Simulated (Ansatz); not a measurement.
# BNH₃+ (singlet): wave-function methods side by side, cc-pVDZ

The task here is to estimate one member of a computed series from the others.

Method: cc-pVDZ, core rule «outside noble gas», up to 2 orbitals frozen; program: Ansatz 0.2.0, Gaussian basis.

To be run: UHF; CCSD(T) on RHF; BCCD(T) on RHF; CISD; CCSDT(Q) on RHF.

22 further runs of the same task are left out: 1 for a known fault of the program, 8 that didn't finish, 13 set aside as unsound or not needed.

**The geometry**

The geometry is a PBE0/def2-TZVP stationary point (not a proven minimum) of the parent state, kept for this charge and spin.

5 atoms, charge 1, spin multiplicity 1.

Atoms are counted from 1 here; the program's logs count them from 0.

Bond lengths: B1–N2 1.374 Å, B1–H3 1.195 Å, N2–H4 1.011 Å, N2–H5 1.007 Å. Angles: N2–B1–H3 125.1°, B1–N2–H4 123.7°, B1–N2–H5 123.2°, H4–N2–H5 113.1°.

Set-up of the first run:

in.yaml

```yaml
crystal:
  periodic: [false, false, false]
  atoms:
    - {symbol: B, position_ang: [0.000000, -0.179775, 0.786527]}
    - {symbol: N, position_ang: [0.000000, 0.067403, -0.564987]}
    - {symbol: H, position_ang: [0.000000, 0.657847, 1.639246]}
    - {symbol: H, position_ang: [0.000000, 0.995722, -0.965199]}
    - {symbol: H, position_ang: [0.000000, -0.661987, -1.258945]}
basis:
  gaussian: {orbitals: cc-pVDZ}
total_charge: 1
magnetization: {spin_polarized: true, initial_magnetization: 0}
hamiltonian: {xc: hf}
output: {orbitals: {seedname: orbitals}}
```

On the command line:

```console
$ ansatz run in.yaml --threads 1 --pin off --events-out ev --progress --plain --max-ram 2393MiB
```

Among the steps run: UHF; CCSD(T) on RHF; BCCD(T) on RHF; CISD; CCSDT(Q) on RHF.

One table of the session follows, with a row left open; its other results are not shown here.

```
   method  from RCCSDT(Q) (kJ/mol)
      RHF                   +697.1
     RMP2                    +81.7
     CISD                        ?
    RCCSD                    +22.4
 RCCSD(T)                     +3.1
  BCCD(T)                     +3.2
   RCCSDT                     +1.5
RCCSDT(Q)                        0
```

Estimate the missing values for CISD.

**Answer.** from RCCSDT(Q) (kJ/mol): +66.4. In the column «from RCCSDT(Q) (kJ/mol)» it lies between RCCSD (+22.4) and RMP2 (+81.7).
